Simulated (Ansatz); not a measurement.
in.yaml

```yaml
crystal:
  periodic: [false, false, false]
  atoms:
    - {symbol: P, position_ang: [0.041622, 0.000000, 0.000000]}
    - {symbol: H, position_ang: [0.182325, 0.000000, -1.504740]}
    - {symbol: H, position_ang: [-0.821841, 1.169392, 0.000000]}
    - {symbol: H, position_ang: [-0.821841, -1.169392, 0.000000]}
    - {symbol: H, position_ang: [0.182325, 0.000000, 1.504740]}
basis:
  gaussian: {orbitals: def2-mTZVP, fitting: {mean_field: def2-universal-jkfit}, point_charges: [{charge: 1.00, position_ang: [4.621, -0.857, 0.486]}]}
magnetization: {spin_polarized: true, initial_magnetization: 3}
correlation: {method: mp2, electrons: all}
```

```sh
$ ansatz run in.yaml --threads 1 --pin off --events-out ev --progress --plain --max-ram 2393MiB
```

The program prints:

```
200 factors; integrals over basis functions are off by at most 8.3e-1 eV
mean field evaluation 1: about -9323.5421 eV, gradient 8.4e0 eV
mean field evaluation 2: about -9324.3026 eV, gradient 3.4e0 eV
mean field evaluation 4: about -9324.5086 eV, gradient 7.0e-1 eV
mean field evaluation 8: about -9324.5015 eV, gradient 1.5e-1 eV
mean field evaluation 16: about -9325.1649 eV, gradient 2.5e-6 eV
mean field evaluation 32: about -9325.1031 eV, gradient 1.9e-1 eV
mean field -9325.16488724 eV, -342.6934887824 hartree, gradient 2.5e-6 eV, S^2 3.794466; 4 other end points of the search recorded, 0 dependent functions left out
reference -9325.16488724 eV, -342.6934887824 hartree; 11, 8 occupied and 23, 26 virtual orbitals, 200 factors
second order -3.63150674 eV of doubles, -0.00000000 eV of singles
Total energy: -9328.79639398 eV, -342.8269441934 hartree
```

Ran on 1 thread of Arm Neoverse V1, shared host: 0.27 s wall, 0.19 GiB peak host memory.
